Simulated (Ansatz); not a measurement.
A nudged elastic band was laid between two geometries of C₃H₈N₂ (13 atoms, charge 0, multiplicity 1).

Level of theory: RKS r2SCANh-D4/def2-SVP in Ansatz 0.2.0.

```yaml
movable_images: 7
climbing_image: yes
spring: 5.0 eV/Å²
optimiser: quadratic models (default)
start_path: through a guess of the saddle point
force_threshold: 0.05 eV/Å
iteration_limit: 49
end_points: relaxed
```

Initial state:

```xyz
13
Properties=species:S:1:pos:R:3
C 0.404 1.357 1.448
N -0.022 0.754 0.207
C 0.618 -0.461 -0.134
C 0.021 -1.333 -0.968
N -1.206 -1.094 -1.568
H -0.121 2.310 1.603
H 1.495 1.555 1.504
H 0.149 0.698 2.291
H 0.018 1.424 -0.559
H 1.617 -0.668 0.269
H 0.539 -2.246 -1.271
H -1.743 -0.405 -1.045
H -1.749 -1.927 -1.763
```

Final state:

```xyz
13
Properties=species:S:1:pos:R:3
C 0.577 1.501 1.248
N -0.231 0.376 0.847
C 0.388 -0.729 0.265
C -0.051 -1.377 -0.831
N -1.183 -1.003 -1.578
H -0.027 2.210 1.831
H 1.048 2.054 0.409
H 1.391 1.152 1.902
H -1.118 0.624 0.427
H 1.264 -1.107 0.799
H 0.424 -2.316 -1.120
H -1.263 0.006 -1.686
H -1.197 -1.424 -2.499
```

(1) Which bonds break or form, and what moves?

(2) What energy profile does the band end with?

(3) What is the geometry of the highest image?

Answers

(1) No bond is made or broken. The height of N5 over the plane of its neighbours goes from -0.31 to 0.34 Å.

(2) The run converged. The highest image is number 6 of 0 to 8, 9.7 kJ/mol above the first end and 2.4 kJ/mol above the last; the last end lies 7.3 kJ/mol above the first. A vibrational analysis at the climbing image gives one clearly imaginary mode, 86i cm⁻¹: a first-order saddle point.

| image | path coordinate (Å) | energy (kJ/mol) | height of N5 over the plane of its neighbours (Å) |
| --- | --- | --- | --- |
| 0 | 0.00 | 0.0 | -0.31 |
| 1 | 0.50 | 0.4 | -0.32 |
| 2 | 1.00 | 1.0 | -0.33 |
| 3 | 1.50 | 1.4 | -0.34 |
| 4 | 2.00 | 5.5 | -0.22 |
| 5 | 2.50 | 9.5 | 0.29 |
| 6 | 3.00 | 9.7 | 0.30 |
| 7 | 3.59 | 8.6 | 0.33 |
| 8 | 4.17 | 7.3 | 0.34 |

(3) 
```xyz
13
Properties=species:S:1:pos:R:3:forces:R:3
C 0.607 1.478 1.342 0.01 0.00 0.00
N -0.237 0.515 0.675 0.00 0.00 0.00
C 0.385 -0.628 0.163 -0.01 -0.01 0.00
C -0.052 -1.392 -0.858 0.01 0.00 0.00
N -1.239 -1.222 -1.583 0.00 -0.01 0.01
H -0.009 2.280 1.771 0.00 0.00 0.00
H 1.378 1.942 0.694 0.00 0.00 0.00
H 1.131 0.989 2.177 0.00 0.00 0.00
H -0.862 0.958 0.008 0.00 0.00 0.00
H 1.268 -0.952 0.718 0.01 0.00 0.00
H 0.509 -2.295 -1.107 0.00 0.00 0.00
H -1.730 -0.354 -1.403 0.00 0.01 0.00
H -1.131 -1.354 -2.583 0.00 0.00 0.00
```

Run time: 6.4 min on 2 threads of Arm Neoverse V1, on a shared host, peak memory 0.27 GiB.
